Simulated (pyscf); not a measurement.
C⁻≡N⁺–CH₃ (SMILES [C-]#[N+]C) -> H₃C–C≡N (SMILES CC#N), a group migration (singlet surface; C–N broken, C–C formed). Single points on ωB97X-D3(BJ)/def2-SVP structures (PySCF, gas phase). MP2 and CC: frozen core, UHF for open shells. ΔMP2 is the change of the MP2 total energy from the triple- to the quadruple-zeta basis. Energies in kcal/mol from the reactant's lowest minimum found.

Small-basis levels: PySCF, no dispersion term, spherical d functions. AM1 to PM7: differences of heats of formation from MOPAC. Cost: rough CPU time at the saddle relative to B3LYP/6-31G*, from one job on a shared machine.

```
level                             barrier  reaction energy        cost
--------------------------------  -------  ---------------  ----------
HF/6-31G*                             ___            -20.7         0.1
MP2/6-31G*                            ___            -28.1         0.2
B3LYP/STO-3G                         49.1            -28.9         0.6
B3LYP/6-31G*                         41.3            -24.1           1
M06-2X/6-31G*                        40.7            -22.9           3
PM3                                  58.6            -31.3  under 0.02
PM6                                  69.4            -25.0  under 0.02
CCSD(T)/def2-TZVPP + ΔMP2(QZVPP)      ___            -24.2           –
```

Task: Fill in the missing entries.

Result: 
- HF/6-31G*, barrier: 45.5
- MP2/6-31G*, barrier: 42.8
- CCSD(T)/def2-TZVPP + ΔMP2(QZVPP), barrier: 40.0

Against the last row the barrier runs from +0.7 (M06-2X/6-31G*) to +29.4 kcal/mol (PM6); M06-2X/6-31G* happens to lie closest here (0.7 kcal/mol apart). CCSD(T)/def2-TZVPP + ΔMP2(QZVPP) has limits of its own. This is the saddle that the search found; another between the same sides may lie lower. The CCSD(T) − MP2 part came from Ansatz, without density fitting, on the same reference.
